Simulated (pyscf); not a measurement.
H₂As–AsH₂ (SMILES [AsH2][AsH2]) + H₂O (SMILES O) → HO–AsH–AsH₂ (SMILES O[AsH][AsH2]) + H₂ (SMILES [H][H]), a four-centre exchange (singlet surface; As–H, H–O broken, As–O, H–H formed). Structures and frequencies: ωB97X-D3(BJ)/def2-SVP in PySCF. Energies in eV from the separated reactants.

Small-basis levels: PySCF, no dispersion term, spherical d functions. 

Question: Quick HF/STO-3G single points give ΔE‡ = 4.34 eV and ΔE = +0.34 eV. What does ωB97M-D3(BJ)/def2-TZVP give, and how far is the quick result from it?

Answer: ωB97M-D3(BJ)/def2-TZVP gives ΔE‡ = 2.58 eV and ΔE = +0.48 eV. HF/STO-3G lies 1.75 eV over it in the barrier and 0.15 eV under it in the reaction energy, so on this step it does not hold to within 0.13 eV. ωB97M-D3(BJ)/def2-TZVP has limits of its own. The same reactants have a lower exit, to AsH₂• + AsH₂• + H₂O (no saddle counted: cutting one bond costs +2.16 eV at ωB97M-D3(BJ), against +2.58 eV here). This is the saddle that the search found; another between the same sides may lie lower. In the def2 sets elements up to Kr have no core potential.
